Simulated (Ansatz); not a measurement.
# [H···H···CH₃], doublet along the distance H1-H2

Starting geometry:

```csv
atom,x (Å),y (Å),z (Å)
H,-2.0889,0.0000,0.0000
H,-1.3439,0.0000,0.0000
C,0.2301,0.0000,0.0000
H,0.2301,-1.0800,0.0000
H,0.2301,0.5400,0.9353
H,0.2301,0.5400,-0.9353
```

From there H2 is moved from one fragment to the other while all else, the fragments' distance too, stays fixed; atoms are numbered as listed. Energies are in eV, counted from the starting geometry at the same level. Kohn–Sham curves are unrestricted where that lies lower.

Basis 6-31G; Ansatz 0.2.0. Correlated methods freeze the noble-gas cores.

Full CI is exact within this basis and frozen core; it isn't the basis-set limit.

```json
{"distance H1-H2 (Å)": "0.693", "B3LYP": "0.063"}
{"distance H1-H2 (Å)": "0.745", "B3LYP": "0.000"}
{"distance H1-H2 (Å)": "0.814", "B3LYP": "0.030"}
{"distance H1-H2 (Å)": "0.883", "B3LYP": "0.122"}
{"distance H1-H2 (Å)": "0.952", "B3LYP": "0.226"}
{"distance H1-H2 (Å)": "1.022", "B3LYP": "0.316"}
{"distance H1-H2 (Å)": "1.091", "B3LYP": "0.391"}
{"distance H1-H2 (Å)": "1.160", "B3LYP": "0.476"}
{"distance H1-H2 (Å)": "1.229", "B3LYP": "0.616"}
```

Estimate the full CI curve in 6-31G from this one, knowing how B3LYP errs.

The computed full CI values, in eV from the starting point, and the error of B3LYP against them:
| distance H1-H2 (Å) | full CI | B3LYP less full CI |
| --- | --- | --- |
| 0.693 | 0.026 | 0.037 |
| 0.745 | 0.000 | 0.000 |
| 0.814 | 0.080 | -0.050 |
| 0.883 | 0.217 | -0.095 |
| 0.952 | 0.353 | -0.127 |
| 1.022 | 0.455 | -0.139 |
| 1.091 | 0.520 | -0.129 |
| 1.160 | 0.580 | -0.104 |
| 1.229 | 0.689 | -0.073 |

The error spans 0.175 eV and is largest, -0.139 eV, at 1.022 Å.

In so small a basis the reference is far from its limit while semilocal and hybrid functionals are nearer theirs, so the functionals' errors here hold much of the reference's basis and frozen-core error, which can add to them or hide them.
